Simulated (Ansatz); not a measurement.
Relaxation of C$_{4}$H$_{6}$OS (12 atoms, charge 0, multiplicity 1), to a largest force component of 0.02 eV/Å in at most 40 steps.

The calculation used Ansatz 0.2.0, UKS B3LYP/STO-3G.

```xyz
12
Properties=species:S:1:pos:R:3
C 2.311 -1.651 -0.484
C 1.062 -1.520 -0.500
O -0.296 -1.427 -0.527
C -0.659 -0.378 0.345
C -0.791 0.930 -0.425
S -1.442 2.287 0.640
H 3.351 -1.691 -0.495
H -1.701 -0.664 0.661
H -0.112 -0.301 1.297
H 0.203 1.225 -0.744
H -1.442 0.836 -1.270
H -0.408 2.298 1.535
```

Where does it end, and by what steps?

It converged. Limits of this set-up: minimal basis. After 9 steps the energy has fallen by 0.602 eV; H7 moved furthest, 0.31 Å.

```tsv
step	energy less start (eV)	largest force component (eV/Å)	accepted
0	0.0000	7.353	yes
1	-0.5292	1.360	yes
2	-0.5788	0.542	yes
3	-0.5927	0.190	yes
4	-0.5980	0.104	yes
5	-0.5997	0.130	yes
6	-0.6009	0.069	yes
7	-0.6017	0.043	yes
8	-0.6019	0.029	yes
9	-0.6021	0.020	yes
```

```xyz
12
Properties=species:S:1:pos:R:3
C 2.279 -1.537 -0.618
C 1.084 -1.503 -0.458
O -0.280 -1.592 -0.328
C -0.805 -0.412 0.434
C -0.673 0.929 -0.366
S -1.408 2.357 0.513
H 3.344 -1.557 -0.770
H -1.873 -0.656 0.610
H -0.289 -0.337 1.416
H 0.395 1.100 -0.595
H -1.207 0.821 -1.324
H -0.490 2.333 1.520
```

Whether the end is a true minimum wasn't checked by a vibrational analysis.

Run time: 27 s on 1 thread of Intel(R) Xeon(R) 6975P-C (Granite Rapids) (shared host), peak memory 0.17 GiB.
